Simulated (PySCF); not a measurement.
An element was calculated at UHF (PySCF 2.14, non-relativistic, a double-zeta basis, no spin-orbit coupling), in the ground configurations that NIST lists.

| Property | Result |
| --- | --- |
| first ionisation energy | 19.712 eV |
| second ionisation energy | 39.272 eV |
| third ionisation energy | 61.784 eV |
| polarisability of the atom | 1.81 bohr³ |

Q: Which element is it?

A: Neon (Ne, Z = 10), in dyall-av2z. NIST lists 21.565, 40.963, 63.423 eV for these ionisation energies.
